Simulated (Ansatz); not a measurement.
Relaxed structures of CH$_{5}$BN (charge -1), singlet (PBE0-D4/def2-TZVPD; forces vanish, vibrations not checked; lower isomers may exist, and structures with a doubtful reference or unclear bonds are left out; Å). Computed with Ansatz 0.2.0 (basis: def2-TZVPPD); correlated methods freeze the cores.

Rank them by CCSD(T) energy, lowest first, and give each one's height above the lowest. Links in brackets join atoms within 1.22 times the sum of their covalent radii (1.1 for two metals). (Judge from chemistry; the value comes from the calculation.)
A.
CH₅BN ([BH2][CH][NH2]), total charge -1
```
8
angstrom
B -1.2160 0.3503 -0.5249
C 0.2187 0.1733 -0.5610
N 0.9530 -1.0040 -0.1118
H -1.9416 -0.4990 -0.0118
H -1.7545 1.3300 -1.0136
H 0.8990 0.8906 -1.0307
H 1.5567 -0.7712 0.6743
H 0.2710 -1.6606 0.2559
```
B.
CH₅BN ([BH2][C][NH3]), total charge -1
```
8
angstrom
B -0.8897 0.6044 -0.5375
C 0.1704 0.4085 0.4286
N 0.7553 -0.9890 0.2173
H -1.1228 -0.3533 -1.3274
H -1.5824 1.5967 -0.6687
H 0.2668 -1.4884 -0.5683
H 1.7476 -0.9400 0.0017
H 0.6699 -1.5510 1.0604
```
C.
CH₅BN ([BH3][CH][NH]), total charge -1
```
8
angstrom
B -0.8569 0.8580 -0.6852
C 0.0326 0.0729 0.3770
N 0.4213 -1.1537 0.3504
H -1.1974 0.1677 -1.6416
H -1.8443 1.3033 -0.0809
H 0.3519 0.6840 1.2542
H -0.2024 1.8442 -1.0560
H 0.9837 -1.3650 1.1800
```

The calculation gives: C (0.0 kJ/mol), A (50.4 kJ/mol), B (343.3 kJ/mol). Heights count from the lowest.

T1 diagnostic: at most 0.028.

For scale, one of the runs: CCSD(T)/def2-TZVPPD, 196 basis functions, launched by `ansatz run in.yaml --threads 2 --pin off --events-out ev --progress --plain --max-ram 4352MiB`. The run took 39 s on 2 CPU threads of an Arm Neoverse V2 (shared host), with 2.4 GiB of host memory at its peak.
